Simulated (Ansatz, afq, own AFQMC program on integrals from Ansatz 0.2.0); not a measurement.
AFQMC on a folder of integrals that Ansatz 0.2.0 wrote.

```yaml
crystal:
  periodic: [false, false, false]
  atoms:
    - {symbol: In, position_ang: [0.000000, 0.000000, 0.000000]}
basis:
  gaussian: {orbitals: def2-TZVP}
magnetization: {spin_polarized: true, initial_magnetization: 1}
correlation: {method: ccsd_t, electrons: outside_noble_gas, hamiltonian_folder: ham}
```

```sh
$ ansatz run in.yaml --threads 1 --pin off --events-out ev --progress --plain --max-ram 24576MiB --backend cuda --devices 0, --max-vram 18GiB
```

Options of the walk:

```
--method free --trial cisd --walkers 4000 --time-step 0.03 --max-blocks 4000 --target-error 0.00013 --factor-cut 1e-05 --seed 3136 --times 0,0.3,0.6,1.2,1.8,2.4,3.6,4.8,6 --taylor-order 8
```

Times are imaginary, in 1/Eh. The walk had a cap of 62 s. Filled inner d shells are frozen with the cores. Core potentials past Kr, no spin–orbit coupling.

```
orbitals 41  electrons 2 1  factors 311 of 323
reference energy -189.21003317 Eh
CCSD correlation -0.04141272 Eh in 9 cycles, weight of the determinant in the CISD state 0.9460
repeat  energy at the last time / Eh  error
    10  -189.252451  0.000020
    20  -189.252442  0.000011
    30  -189.252436  0.000008
time / (1/Eh)  energy / Eh  error  mean overlap
  0.00  -189.251447  0.000000  1.0572
  0.30  -189.251821  0.000001  1.0567
  0.60  -189.252035  0.000002  1.0563
  1.20  -189.252247  0.000003  1.0563
  1.80  -189.252335  0.000003  1.0563
  2.40  -189.252379  0.000004  1.0561
  3.60  -189.252409  0.000005  1.0567
  4.80  -189.252419  0.000006  1.0593
  6.00  -189.252437  0.000008  1.0605
energy -189.252437 +/- 0.000008 Eh
```

Question: Estimate how long the walk took on 1 × NVIDIA H100 80GB HBM3 with 1 thread of AMD EPYC 7R13 Processor (Zen 3), with other jobs on the host (the card was shared).

Answer: 18 s of wall time.

The run passed its tests (error under three times the target), which doesn't prove that it has relaxed.

Against this walk (error 0.2 meV) on the same determinant: CCSD(T) 7.0 meV higher, full CI 0.1 meV higher (within the noise). The error is statistical, and a free projection of finite length keeps a remainder of its start.

Cautions: remainder of the start not in the error; no spin-orbit coupling; inner d shell frozen.

A walk keeps the symmetry of its determinant, which the program's search chose and which needn't be the lowest solution, so a lower state of the same spin and another symmetry isn't excluded.
